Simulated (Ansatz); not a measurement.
The input, for Ansatz 0.2.0:

```yaml
crystal:
  periodic: [false, false, false]
  atoms:
    - {symbol: Ru, position_ang: [0.000000, 0.000000, 0.000000]}
    - {symbol: Ge, position_ang: [0.000000, 0.000000, 2.274400]}
basis:
  gaussian: {orbitals: def2-TZVPP}
magnetization: {spin_polarized: true, initial_magnetization: 2}
correlation: {method: ccsd_t, electrons: outside_noble_gas}
```

```sh
$ ansatz run in.yaml --threads 2 --pin off --events-out ev --progress --plain --max-ram 23808MiB --backend cuda --devices 0, --max-vram 18GiB
```

The program prints:

```
721 factors; integrals over basis functions are off by at most 1.2e-3 eV
mean field evaluation 1: about -59016.0891 eV, gradient 5.3e1 eV
mean field evaluation 2: about -59016.2018 eV, gradient 5.3e1 eV
mean field evaluation 4: about -59030.7546 eV, gradient 8.6e0 eV
mean field evaluation 8: about -59032.1991 eV, gradient 3.3e0 eV
mean field evaluation 16: about -59033.7893 eV, gradient 1.3e0 eV
mean field evaluation 32: about -59033.9128 eV, gradient 5.0e-1 eV
mean field evaluation 64: about -59002.6258 eV, gradient 8.9e1 eV
mean field evaluation 96: about -59032.8918 eV, gradient 4.2e-3 eV
mean field evaluation 128: about -59032.9851 eV, gradient 7.2e-1 eV
mean field evaluation 160: about -59033.6772 eV, gradient 8.7e-1 eV
...
mean field evaluation 1696: about -59029.9777 eV, gradient 1.5e1 eV
mean field evaluation 1728: about -59027.8657 eV, gradient 1.6e1 eV
mean field evaluation 1760: about -59030.6630 eV, gradient 5.0e0 eV
mean field evaluation 1792: about -59028.0423 eV, gradient 1.7e1 eV
mean field evaluation 1824: about -59030.5297 eV, gradient 1.7e1 eV
mean field evaluation 1856: about -59033.3428 eV, gradient 8.7e-1 eV
mean field evaluation 1888: about -59030.7633 eV, gradient 8.6e0 eV
mean field evaluation 1920: about -59033.9380 eV, gradient 2.2e-4 eV
mean field evaluation 1952: about -59032.5552 eV, gradient 9.5e-4 eV
mean field -59034.10207048 eV, -2169.4632363384 hartree, gradient 2.8e-6 eV, S^2 4.024216; 45 other end points of the search recorded, 0 dependent functions left out
determinant -59034.10207048 eV, -2169.4632363384 hartree, with singles and doubles -59042.81987076 eV, -2169.7836095896 hartree
determinant -59033.98964970 eV, -2169.4591049510 hartree, with singles and doubles -59042.75998432 eV, -2169.7814088035 hartree
determinant -59033.93804945 eV, -2169.4572086770 hartree, with singles and doubles -59042.82861854 eV, -2169.7839310647 hartree
determinant -59033.90030407 eV, -2169.4558215596 hartree, with singles and doubles -59042.73597794 eV, -2169.7805265854 hartree
determinant -59033.89775852 eV, -2169.4557280125 hartree, with singles and doubles -59042.83174801 eV, -2169.7840460705 hartree
determinant -59033.85659018 eV, -2169.4542151040 hartree, with singles and doubles -59042.52900601 eV, -2169.7729205072 hartree
determinant -59033.52788405 eV, -2169.4421353765 hartree, with singles and doubles -59041.97275012 eV, -2169.7524784803 hartree
determinant -59033.35283751 eV, -2169.4357025347 hartree, with singles and doubles -59041.63065149 eV, -2169.7399065875 hartree
determinant -59033.34644884 eV, -2169.4354677554 hartree, with singles and doubles -59041.61230481 eV, -2169.7392323594 hartree
determinant -59033.15212312 eV, -2169.4283264169 hartree, with singles and doubles -59041.78677307 eV, -2169.7456439499 hartree
determinant -59033.10126885 eV, -2169.4264575570 hartree, with singles and doubles -59042.43798238 eV, -2169.7695754506 hartree
determinant -59033.09732410 eV, -2169.4263125901 hartree, with singles and doubles -59041.73792350 eV, -2169.7438487614 hartree
determinant -59032.97544175 eV, -2169.4218334965 hartree, with singles and doubles -59042.61924368 eV, -2169.7762366804 hartree
determinant -59032.89180053 eV, -2169.4187597381 hartree, with singles and doubles -59041.30162806 eV, -2169.7278151998 hartree
determinant -59032.86019197 eV, -2169.4175981451 hartree, with singles and doubles -59041.06479172 eV, -2169.7191116245 hartree
determinant -59032.81188550 eV, -2169.4158229150 hartree, with singles and doubles -59041.07393685 eV, -2169.7194477021 hartree
determinant -59032.55520423 eV, -2169.4063900524 hartree, with singles and doubles -59041.25398925 eV, -2169.7260645055 hartree
determinant -59032.49598170 eV, -2169.4042136647 hartree, with singles and doubles -59041.13215882 eV, -2169.7215873198 hartree
determinant -59032.31663940 eV, -2169.3976229566 hartree, with singles and doubles -59040.16975420 eV, -2169.6862196024 hartree
determinant -59034.10207048 eV, -2169.4632363384 hartree, with singles and doubles -59042.94931260 eV, -2169.7883664895 hartree
determinant -59033.98964970 eV, -2169.4591049510 hartree, with singles and doubles -59042.88299900 eV, -2169.7859295098 hartree
determinant -59033.93804945 eV, -2169.4572086770 hartree, with singles and doubles -59042.92342005 eV, -2169.7874149560 hartree
determinant -59033.90030407 eV, -2169.4558215596 hartree, with singles and doubles -59042.88918420 eV, -2169.7861568118 hartree
determinant -59033.89775852 eV, -2169.4557280125 hartree, with singles and doubles -59042.94032744 eV, -2169.7880362911 hartree
determinant -59033.85659018 eV, -2169.4542151040 hartree, with singles and doubles -59042.60142041 eV, -2169.7755816873 hartree
determinant -59033.10126885 eV, -2169.4264575570 hartree, with singles and doubles -59042.58275062 eV, -2169.7748955852 hartree
determinant -59032.97544175 eV, -2169.4218334965 hartree, with singles and doubles -59042.74385180 eV, -2169.7808159443 hartree
18 core orbitals not correlated: weight in the atoms' cores, before any rotation towards them, 0.999 or more for the frozen orbitals, at most 0.001 for the correlated occupied ones
reference -59034.10207048 eV, -2169.4632363384 hartree; 7, 5 occupied and 79, 81 virtual orbitals, 721 factors
second order -7.51334829 eV of doubles, -0.00000000 eV of singles
cycle   1  -8.84724171 eV  change    4.1e-7 eV  update   5.0e-6
perturbative correction -0.69623199 eV, -0.0255860536 hartree
Total energy: -59043.64554417 eV, -2169.8139525279 hartree
```

Ran on 2 threads of AMD EPYC 7R13 with a shared H100 80 GB, shared host: 23 s wall, 0.88 GiB peak host memory.
